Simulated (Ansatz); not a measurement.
## Basis or method: quintet less triplet of HCB

HCB, triplet; coordinates (Å): B 0.000 0.000 1.259; C 0.000 0.000 -0.094; H 0.000 0.000 -1.165. Quantity: quintet less triplet, vertical.

Ansatz 0.2.0, basis 6-31G or cc-pVTZ; geometries are PBE0/def2-TZVP minima. Wave-function levels freeze the cores; HF, MP2 and coupled cluster are restricted for singlets and unrestricted otherwise, Kohn–Sham unrestricted where that lies lower. NEVPT2 and MRCISD+Q stand on CASSCF in the full valence space. The reference is CCSDT(Q) or full CI (coupled cluster only where its series has nearly closed). Semilocal and hybrid functionals correlate all electrons outside any core potential and usually lie nearer their basis limit than the reference, so part of their error here is the reference's basis and frozen-core error; RPA and the MP2 part of double hybrids freeze the same cores as the reference. None of these values is a measured one. Energies are electronic, without zero-point terms. No spin–orbit coupling and no scalar relativity. The species are chosen: bound, without strong static correlation by their natural occupations or amplitudes, in their lowest spin state as far as vertical gaps and like structures tell, and with a ladder that closes on the reference, so errors are smaller than for species at large; levels whose determinant breaks symmetry or spin markedly are left out.

| level | 6-31G (eV) | cc-pVTZ (eV) |
| --- | --- | --- |
| reference | 4.127 (full CI) | 4.221 (CCSDT(Q)) |
| CCSD(T) | 4.099 | 4.197 |
| NEVPT2 | 4.123 | 4.190 |
| MRCISD+Q | 4.123 | 4.216 |
| PBE | 4.295 | 4.209 |
| PBE0 | 4.064 | 4.006 |
| wB97M-V | 4.325 | 4.205 |
| RPA-PBE | 4.159 | 4.181 |

From 6-31G to cc-pVTZ the reference moves by 0.094 eV and PBE by -0.086; the step from CCSD(T) to the reference is 0.028 in the first and 0.024 in the last.
